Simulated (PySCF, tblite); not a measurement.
# Complex of K+ and methylamine

A gas-phase complex of K+ and methylamine; charge +1, singlet. The structure comes from a short search (6 tight-binding starts) and was relaxed by PBE0-D3(BJ)/def2-SVPD; another way of binding may lie lower. Frequencies by PBE0-D3(BJ)/def2-SVPD show no clear imaginary mode.

Parts: 1 = K+ ([K+]), atoms 1, charge +1; 2 = methylamine (CN), atoms 2–8.

```csv
atom,part,x (Å),y (Å),z (Å)
K1,1,-0.371,0.310,-0.216
C2,2,-3.083,-0.858,1.721
N3,2,-1.692,-1.306,1.578
H4,2,-3.588,-0.892,0.746
H5,2,-3.673,-1.465,2.423
H6,2,-3.105,0.181,2.077
H7,2,-1.682,-2.282,1.288
H8,2,-1.245,-1.309,2.494
```

Contacts between parts, classed by geometry: K1···N3 2.752 Å (ion contact).

Interaction energies are complex less parts, with the parts frozen as they stand in it; counterpoise-corrected, in kcal/mol (PySCF).

(1) Give the interaction energy at each level run.

(2) What holds them together? Decompose the wB97M-D3(BJ)/def2-TZVPD energy: frozen parts, their antisymmetrised product, then relaxation.

The parts were also relaxed and run alone, at the levels used for the complex: shieldings by PBE0/pcSseg-2.

(3) What does binding change?

(4) What are the binding energy from relaxed parts (wB97M-D3(BJ)/def2-TZVPD), and ΔH and ΔG of association at 298.15 K and 1 atm?

Answers

(1) 
```csv
level,interaction,superposition error removed
wB97M-D3(BJ)/def2-TZVPD,-20.10,-0.24
PBE0-D3(BJ)/def2-TZVPD,-20.82,-0.23
```

(2) electrostatic -23.4, Pauli repulsion +11.1, orbital relaxation -7.0, dispersion correction -1.0 kcal/mol, which sum to the value before the counterpoise correction; the Pauli term holds the exchange-correlation of the frozen density too. Of the attraction, 75 % is electrostatic, 22 % is orbital relaxation, 3 % is dispersion correction.

(3) 
```json
{"property": "shielding of K1 (ppm)", "alone": "1325.5", "in the complex": "1284.3", "change": "-41.2"}
{"property": "shielding of N3 (ppm)", "alone": "244.5", "in the complex": "240.1", "change": "-4.5"}
```

(4) -20.02 kcal/mol, -18.78 with zero-point energy; ΔH -19.2 and ΔG -12.6 kcal/mol, from harmonic vibrations by PBE0-D3(BJ)/def2-SVPD with low modes damped.

The 4 runs behind this took 3.9 min in all, one thread each of Intel Xeon Platinum 8488C on a shared host, launched as `OMP_NUM_THREADS=1 python cluster_run.py task.json out`.
